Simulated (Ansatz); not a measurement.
Gas-phase electronic energies from Ansatz, PBE0-D4/def2-TZVP geometries. CCSD(T)/CBS is the MP2 limit (def2-TZVPP, def2-QZVPP) plus CCSD(T) − MP2 in def2-TZVPP, frozen cores. This one scheme is used for every species.

`BN=C` → `B1CN1`  (isomerisation)

```csv
species,HF/CBS(def2) energy (Eh)
`BN=C`,-119.37165
`B1CN1`,-119.34449
```

Question: Work out ΔE.

Answer: ΔE = (-119.34449) − (-119.37165) = 0.02716 Eh = +71.3 kJ/mol. CCSD(T)/CBS gives +54.0 kJ/mol.

Largest T1 diagnostic among the species: 0.016.

Leaving LDA and LC-ωPBE aside and taking each functional with its dispersion term where it has one, the values, not all of them listed here, spread over 40.3 kJ/mol, from PBE-QIDH to BLYP-D4. LDA lies −15.5 kJ/mol from PBE without D4. From PBE to PBE0 (25 % exact exchange), in def2-TZVPP and without D4, ΔE moves by −11.0 kJ/mol. In def2-TZVPP, CCSD(T) changes the Hartree–Fock value by −12.9 kJ/mol (the triples alone add +1.2 kJ/mol) and MP2 by −24.8 kJ/mol.
